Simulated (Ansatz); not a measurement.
Ansatz (an electronic-structure program) input (HF/3-21G): The .json file is the Basis Set Exchange's 3-21G.

Ansatz 0.2 input:
```yaml
crystal:
  periodic: [false, false, false]
  atoms:
    - {symbol: C, position_ang: [1.37760322, 0.01843291, 0.01132496]}
    - {symbol: C, position_ang: [0.10270912, 0.44661529, -0.00225393]}
    - {symbol: H, position_ang: [2.05690146, 0.90275969, 0.01081884]}
    - {symbol: H, position_ang: [-0.21628020, 1.51104003, -0.01231293]}
    - {symbol: C, position_ang: [-1.08779556, -0.49380738, -0.00560757]}
    - {symbol: H, position_ang: [-0.72120087, -1.52504187, 0.00461626]}
    - {symbol: H, position_ang: [-1.74458285, -0.35197269, 0.86878207]}
    - {symbol: H, position_ang: [-1.72993823, -0.36423013, -0.89268502]}
basis:
  gaussian:
    orbitals: 3-21G.json
hamiltonian:
  xc: {name: HF}
total_charge: -1
relax: {f_tol: 0.003, max_steps: 120}
```

Output:

```
WARN ansatz: RAYON_NUM_THREADS=1 ignored (pool sized by the plan → 1); use --threads N
Functional definition: HF
integrals: 0.00 GiB planned
524 factors; integrals over basis functions are off by at most 6.2e-4 eV
mean field: 0.06 GiB planned
mean field evaluation 1: about -3146.7553 eV, gradient 2.5e1 eV
mean field evaluation 2: about -3146.7512 eV, gradient 2.5e1 eV
mean field evaluation 4: about -3148.8546 eV, gradient 2.6e0 eV
mean field evaluation 8: about -3148.9084 eV, gradient 5.5e-5 eV
mean field -3148.90805836 eV, -115.7202367383 hartree, gradient 1.7e-5 eV, S^2 0.000000; 0 other end points of the search recorded, 0 dependent functions left out
the calculation of the forces begins
reference -3148.90805836 eV, -115.7202367383 hartree; 12, 12 occupied and 25, 25 virtual orbitals, 524 factors
relax step   1: F+E_penalty+E_count = -3148.90805836 eV  Δ(F+E_penalty+E_count) = +0.000e0 eV  max|allowed force component| = 7.723e-1 eV/Å  Δτ_max = 0.0000 Å  (32 SCF iters, accepted)
these checks for a lower state are left out or cut short: starts, cluster_reference, orbital_swaps, neighbouring_geometries, increment
integrals: 0.00 GiB planned
524 factors; integrals over basis functions are off by at most 6.1e-4 eV
mean field: 0.06 GiB planned
mean field evaluation 16: about -3148.9175 eV, gradient 1.4e-5 eV
mean field -3148.91749037 eV, -115.7205833582 hartree, gradient 4.1e-5 eV, S^2 0.000000; 0 other end points of the search recorded, 0 dependent functions left out
the calculation of the forces begins
reference -3148.91749037 eV, -115.7205833582 hartree; 12, 12 occupied and 25, 25 virtual orbitals, 524 factors
relax step   2: F+E_penalty+E_count = -3148.91749037 eV  Δ(F+E_penalty+E_count) = -9.432e-3 eV  max|allowed force component| = 3.612e-1 eV/Å  Δτ_max = 0.0136 Å  (25 SCF iters, accepted)
these checks for a lower state are left out or cut short: starts, cluster_reference, orbital_swaps, neighbouring_geometries, increment
integrals: 0.00 GiB planned
524 factors; integrals over basis functions are off by at most 6.0e-4 eV
mean field: 0.06 GiB planned
mean field -3148.91946515 eV, -115.7206559302 hartree, gradient 4.0e-5 eV, S^2 0.000000; 0 other end points of the search recorded, 0 dependent functions left out
the calculation of the forces begins
reference -3148.91946515 eV, -115.7206559302 hartree; 12, 12 occupied and 25, 25 virtual orbitals, 524 factors
relax step   3: F+E_penalty+E_count = -3148.91946515 eV  Δ(F+E_penalty+E_count) = -1.975e-3 eV  max|allowed force component| = 2.862e-2 eV/Å  Δτ_max = 0.0078 Å  (25 SCF iters, accepted)
these checks for a lower state are left out or cut short: starts, cluster_reference, orbital_swaps, neighbouring_geometries, increment
integrals: 0.00 GiB planned
524 factors; integrals over basis functions are off by at most 6.0e-4 eV
mean field: 0.06 GiB planned
mean field -3148.91950319 eV, -115.7206573278 hartree, gradient 4.0e-5 eV, S^2 0.000000; 0 other end points of the search recorded, 0 dependent functions left out
the calculation of the forces begins
reference -3148.91950319 eV, -115.7206573278 hartree; 12, 12 occupied and 25, 25 virtual orbitals, 524 factors
relax step   4: F+E_penalty+E_count = -3148.91950319 eV  Δ(F+E_penalty+E_count) = -3.803e-5 eV  max|allowed force component| = 1.243e-2 eV/Å  Δτ_max = 0.0015 Å  (25 SCF iters, accepted)
these checks for a lower state are left out or cut short: starts, cluster_reference, orbital_swaps, neighbouring_geometries, increment
integrals: 0.00 GiB planned
524 factors; integrals over basis functions are off by at most 6.0e-4 eV
mean field: 0.06 GiB planned
mean field evaluation 32: about -3148.9195 eV, gradient 2.6e-2 eV
mean field -3148.91950962 eV, -115.7206575642 hartree, gradient 1.3e-5 eV, S^2 0.000000; 0 other end points of the search recorded, 0 dependent functions left out
the calculation of the forces begins
reference -3148.91950962 eV, -115.7206575642 hartree; 12, 12 occupied and 25, 25 virtual orbitals, 524 factors
relax step   5: F+E_penalty+E_count = -3148.91950962 eV  Δ(F+E_penalty+E_count) = -6.432e-6 eV  max|allowed force component| = 1.261e-3 eV/Å  Δτ_max = 0.0004 Å  (18 SCF iters, accepted)
integrals: 0.00 GiB planned
524 factors; integrals over basis functions are off by at most 6.0e-4 eV
mean field: 0.06 GiB planned
mean field -3148.91950962 eV, -115.7206575642 hartree, gradient 1.3e-5 eV, S^2 0.000000; 1 other end points of the search recorded, 0 dependent functions left out
the calculation of the forces begins
reference -3148.91950962 eV, -115.7206575642 hartree; 12, 12 occupied and 25, 25 virtual orbitals, 524 factors
Total energy: -3148.91950962 eV, -115.7206575642 hartree
Atom 0 at     1.371854     0.012122     0.011321 Å, force     0.000903     0.000375     0.000005 eV/Å
Atom 1 at     0.100608     0.462637    -0.002383 Å, force    -0.000367     0.001261    -0.000012 eV/Å
Atom 2 at     2.066910     0.894770     0.010958 Å, force     0.000221    -0.000750     0.000007 eV/Å
Atom 3 at    -0.216207     1.511043    -0.012312 Å, force    -0.000602    -0.000285    -0.000003 eV/Å
Atom 4 at    -1.095355    -0.492553    -0.005679 Å, force    -0.000829    -0.000671    -0.000002 eV/Å
Atom 5 at    -0.711054    -1.507499     0.004579 Å, force     0.000175    -0.000643     0.000006 eV/Å
Atom 6 at    -1.746965    -0.362256     0.865602 Å, force     0.000249     0.000357     0.000082 eV/Å
Atom 7 at    -1.732374    -0.374468    -0.889402 Å, force     0.000250     0.000356    -0.000082 eV/Å
Dipole moment:    -0.852839     0.121923    -0.007939 e Å
```

The dipole moment of an ion depends on the origin.
